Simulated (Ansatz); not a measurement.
A nudged elastic band was laid between two geometries of C2H7Al (10 atoms, charge 0, multiplicity 1).

Computed with Ansatz 0.2.0, RHF/def2-SVP.

```json
{"movable images": "9", "climbing image": "yes", "spring": "5.0 eV/Å²", "optimiser": "quadratic models (default)", "start path": "through a guess of the saddle point", "force threshold": "0.05 eV/Å", "iteration limit": "60", "end points": "relaxed"}
```

Image 0:

```xyz
10
Properties=species:S:1:pos:R:3
Al 0.455 0.024 -0.061
C 0.986 0.124 1.839
H 0.063 0.086 2.435
H 1.499 -0.816 2.085
C 1.842 1.318 2.281
H 2.077 1.281 3.348
H 2.793 1.355 1.742
H 1.337 2.269 2.095
H 0.885 1.142 -1.100
H -0.431 -1.194 -0.557
```

Image 10:

```xyz
10
Properties=species:S:1:pos:R:3
Al -1.042 0.096 -1.859
C 1.873 -0.047 1.861
H 0.920 -0.575 1.923
H 2.575 -0.553 2.526
C 1.718 1.422 2.234
H 1.345 1.534 3.254
H 2.670 1.952 2.169
H 1.013 1.929 1.571
H 2.251 -0.160 0.842
H -1.818 -0.007 -0.412
```

Question: Which bonds break or form, and what moves?

Answer: Bonds broken: Al1–C2, Al1–H9. Bonds formed: C2–H9. C2H7Al becomes AlH + C2H6.

Question: What energy profile does the band end with?

Answer: The run converged. The highest image is number 5 of 0 to 10, 3.70 eV above the first end and 2.92 eV above the last; the last end lies 0.78 eV above the first. Neighbouring images differ by up to 3.0 eV, so the band resolves the path poorly. A vibrational analysis at the climbing image gives one clearly imaginary mode, 1348i cm⁻¹: a first-order saddle point. The orbitals stay closed-shell, which can raise the energy where a bond breaks towards radicals; this wasn't checked here.

```json
{"image": "0", "path coordinate (Å)": "0.00", "energy (eV)": "0.00", "Al1–C2 (Å)": "1.98", "Al1–H9 (Å)": "1.59", "C2–H9 (Å)": "3.11"}
{"image": "1", "path coordinate (Å)": "1.14", "energy (eV)": "0.01", "Al1–C2 (Å)": "1.98", "Al1–H9 (Å)": "1.59", "C2–H9 (Å)": "3.10"}
{"image": "2", "path coordinate (Å)": "2.27", "energy (eV)": "0.03", "Al1–C2 (Å)": "1.98", "Al1–H9 (Å)": "1.59", "C2–H9 (Å)": "3.09"}
{"image": "3", "path coordinate (Å)": "3.41", "energy (eV)": "0.11", "Al1–C2 (Å)": "1.97", "Al1–H9 (Å)": "1.58", "C2–H9 (Å)": "3.05"}
{"image": "4", "path coordinate (Å)": "4.54", "energy (eV)": "0.73", "Al1–C2 (Å)": "1.92", "Al1–H9 (Å)": "1.54", "C2–H9 (Å)": "2.67"}
{"image": "5", "path coordinate (Å)": "5.68", "energy (eV)": "3.70", "Al1–C2 (Å)": "2.31", "Al1–H9 (Å)": "1.59", "C2–H9 (Å)": "1.78"}
{"image": "6", "path coordinate (Å)": "6.90", "energy (eV)": "1.04", "Al1–C2 (Å)": "3.21", "Al1–H9 (Å)": "2.59", "C2–H9 (Å)": "1.10"}
{"image": "7", "path coordinate (Å)": "8.12", "energy (eV)": "0.89", "Al1–C2 (Å)": "3.78", "Al1–H9 (Å)": "2.98", "C2–H9 (Å)": "1.09"}
{"image": "8", "path coordinate (Å)": "9.35", "energy (eV)": "0.78", "Al1–C2 (Å)": "4.60", "Al1–H9 (Å)": "3.80", "C2–H9 (Å)": "1.09"}
{"image": "9", "path coordinate (Å)": "10.57", "energy (eV)": "0.78", "Al1–C2 (Å)": "4.80", "Al1–H9 (Å)": "4.05", "C2–H9 (Å)": "1.09"}
{"image": "10", "path coordinate (Å)": "11.79", "energy (eV)": "0.78", "Al1–C2 (Å)": "4.73", "Al1–H9 (Å)": "4.27", "C2–H9 (Å)": "1.09"}
```

Question: What is the geometry of the highest image?

Answer: 
```xyz
10
Properties=species:S:1:pos:R:3:forces:R:3
Al 0.961 0.486 -0.254 0.01 0.01 0.00
C 1.186 -0.165 1.952 0.00 0.00 -0.02
H 0.201 -0.516 2.237 0.01 -0.02 -0.01
H 1.990 -0.781 2.331 0.00 0.00 0.01
C 1.405 1.288 1.968 0.04 0.03 0.00
H 2.317 1.614 2.465 -0.01 0.00 0.01
H 1.653 1.747 0.891 0.00 -0.01 0.00
H 0.551 1.874 2.297 -0.01 -0.01 0.00
H 1.840 -0.678 0.375 -0.04 0.00 0.02
H -0.599 0.720 -0.156 -0.01 -0.01 -0.01
```

Run time: 5.2 min on 1 thread of Arm Neoverse V1 (shared host), peak memory 0.14 GiB.
